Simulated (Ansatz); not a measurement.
C3H4S, SMILES `C=C1CS1`. Total charge 0; spin multiplicity 1. The geometry is a stationary point of PBE0-D4/def2-TZVP.

```xyz
8

C    -1.169   -0.744    0.301
C     0.052   -0.282    0.122
C     0.861    0.829   -0.342
S     1.731   -0.650    0.303
H    -1.347   -1.726    0.720
H    -2.024   -0.138    0.029
H     0.960    0.995   -1.411
H     0.936    1.717    0.278
```

Q: What is the dipole moment at B3LYP/def2-TZVPP? (An estimate is asked.)

A: Computed: 1.32 D, with components (-0.62, 1.06, -0.46) D in this frame, pointing from negative to positive charge.

Q: And with PBE, r2SCAN, ωB97M-V? (An estimate is asked.)

A: Ansatz gave: PBE 1.26 D, r2SCAN 1.36 D, ωB97M-V 1.33 D.

Q: Give the Mulliken charges with B3LYP, PBE, ωB97M-V in def2-TZVPP. (An estimate is asked.)

A: Ansatz gave: 
```tsv
atom	B3LYP	PBE	ωB97M-V
C1	-0.24	-0.21	-0.23
C2	0.01	0.00	-0.01
C3	-0.13	-0.10	-0.17
S4	-0.10	-0.10	-0.05
H5	0.11	0.10	0.11
H6	0.11	0.10	0.11
H7	0.12	0.11	0.13
H8	0.12	0.11	0.13
```

B3LYP here is the variant with VWN-RPA as its local correlation; programs differ in this.
